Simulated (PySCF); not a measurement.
NO2: from structure and modes to constants

Method: UB3LYP in PySCF with N def2-TZVP, O def2-TZVP; no relativity; density-fitted integrals.

The doublet minimum has C2v symmetry. Masses (u): N 14.00307, O 15.99492.

```xyz
3
charge 0 multiplicity 2, angstrom
N     0.0000    0.0000   -0.3208
O     1.0977    0.0000    0.1404
O    -1.0977    0.0000    0.1404
```

Harmonic wavenumbers (cm⁻¹): 767.8 (a1, ×1), 1394.2 (a1, ×1), 1698.3 (b2, ×1).

Problem. Find the principal moments of inertia and the rotational constants. What kind of rotor is it?

Solution. About the centre of mass I = 2.0715, 38.549, 40.62 u Å². With B = 16.8576/I this gives 8.138, 0.4373, 0.415 cm⁻¹. The molecule is an asymmetric top with κ = -0.99.

Problem. Find the vibrational entropy and heat capacity at 298.15 K.

Solution. With u = 1.43878 ω/T, each mode gives S = R[u/(eᵘ−1) − ln(1−e⁻ᵘ)] and C = R u² eᵘ/(eᵘ−1)².
| ω (cm⁻¹) | u | S (J/(mol K)) | C (J/(mol K)) |
| --- | --- | --- | --- |
| 767.8 | 3.705 | 0.98 | 2.95 |
| 1394.2 | 6.728 | 0.08 | 0.45 |
| 1698.3 | 8.196 | 0.02 | 0.15 |
The sums over all modes are S = 1.1 and C = 3.6 J/(mol K); the softest mode gives 91 % of the entropy.

Problem. Give the standard entropy (298.15 K, 1 bar) by its translational, rotational, vibrational and spin parts, and Cp.

Solution. Sackur–Tetrode with M = 45.99 u gives 156.6; rotation with symmetry number 2 gives 76.4; vibration 1.1; spin R ln 2 = 5.8. The total is 239.8 J/(mol K), and Cp = 4 R + 3.6 = 36.8 J/(mol K).

Other isomers or separated fragments may lie lower.
